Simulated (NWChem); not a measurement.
Correlation energy of Cl$_{2}$ (+1)

```
Cl
Cl 1 1.9598
```
Charge +1, spin multiplicity 2.

Everything below was run with NWChem. Structure: optimised with UPBE/def2-SVP, a minimum by its harmonic frequencies.

Basis set: 6-31G*. Each correlation energy counts from its own Hartree-Fock reference.

The correlated methods keep 10 core orbitals frozen. The Pople sets run with spherical d functions. The structure started from a generated list of species. The unpaired electrons of the parent sit in orbitals of symmetry b2g (D2h labels of the run); other states weren't searched. No SCF solution was tested for a lower state. Open-shell Hartree-Fock references start from PBE0 orbitals. No row is a measurement; the coupled-cluster row has its own basis-set and correlation limits.

Q: One of these methods gave a correlation energy of -257.8 mHa. Which?
A. SCS-UMP2
B. UMP2
C. CCSD[T] on UHF
D. CCSD on UHF

A: B, UMP2. The others give -250.4 (SCS-UMP2), -283.7 (CCSD on UHF), -293.9 (CCSD[T] on UHF).
